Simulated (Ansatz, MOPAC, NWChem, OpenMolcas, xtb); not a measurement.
**A ladder of methods for BH2ClO (SMILES OBCl)**

The runs start from one conformer, not always the lowest.

BH2ClO, singlet, SMILES `OBCl`. Each level relaxes the structure for itself.

Each level gives the zero-point energy at each level's own minimum (kJ/mol). The values are calculated.

```json
{"level": "PM3", "kind": "semi-empirical", "program": "MOPAC", "value (kJ/mol)": "74.7"}
{"level": "MNDOD", "kind": "semi-empirical", "program": "MOPAC", "value (kJ/mol)": "82.5"}
{"level": "PM6-DH+", "kind": "semi-empirical", "program": "MOPAC", "value (kJ/mol)": "65.6"}
{"level": "GFN2-xTB", "kind": "semi-empirical", "program": "xtb", "value (kJ/mol)": "71.5"}
{"level": "BP86/def2-SVP", "kind": "GGA", "program": "NWChem", "value (kJ/mol)": "73.6"}
{"level": "BP86-D3(BJ)/pc-0", "kind": "GGA", "program": "NWChem", "value (kJ/mol)": "72.2"}
{"level": "B3LYP-D3(BJ)/6-311G**", "kind": "global hybrid", "program": "NWChem", "value (kJ/mol)": "75.8"}
{"level": "PBE0-D4/def2-TZVP", "kind": "global hybrid", "program": "Ansatz", "value (kJ/mol)": "76.1"}
{"level": "CASSCF(8,7)/6-31G* (Cartesian functions)", "kind": "multireference", "program": "OpenMolcas", "value (kJ/mol)": "80.2"}
```

Harmonic and unscaled. The values span 65.6 to 82.5 kJ/mol.
